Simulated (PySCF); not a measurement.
## Basis-set dependence of SiP at CCSD(T)

PySCF, ROHF reference; doublet, unpaired electrons π ↑; De to Si + P without counterpoise correction. Frozen cores follow the default of each basis and core potential.

| basis | relativity | functions | Re (Å) | ωe (cm⁻¹) | De (eV) | frozen orbitals |
| --- | --- | --- | --- | --- | --- | --- |
| x2c-SVPall | spin-free X2C | 36 | 2.098 | 608 | 2.93 | 10 |
| cc-pV(D+d)Z | no relativity | 46 | 2.107 | 597 | 2.90 | 10 |
| aug-pcseg-1 | no relativity | 54 | 2.106 | 594 | 2.98 | 10 |
| def2-TZVPP | no relativity | 84 | 2.088 | 613 | 3.40 | 10 |
| def2-TZVPPD | no relativity | 96 | 2.088 | 613 | 3.43 | 10 |

Problem. How does each smaller set differ from the one with most functions, def2-TZVPPD?

Solution. x2c-SVPall: +1.0 pm, -0.8 % in ωe, -0.50 eV in De; cc-pV(D+d)Z: +1.9 pm, -2.6 % in ωe, -0.53 eV in De; aug-pcseg-1: +1.8 pm, -3.1 % in ωe, -0.45 eV in De; def2-TZVPP: +0.0 pm, +0.0 % in ωe, -0.03 eV in De. All at CCSD(T); the set with most functions is neither the basis-set limit nor always the best. The rows treat relativity differently, so the differences are not basis effects alone.

Correlated steps freeze 10 core orbitals. Correlated levels converge slowly with the basis: in double zeta they bind strong bonds too weakly, by up to about 1 eV, and carry superposition errors of some tenths. The state was picked by a PBE0 search and need not be the measured ground state.
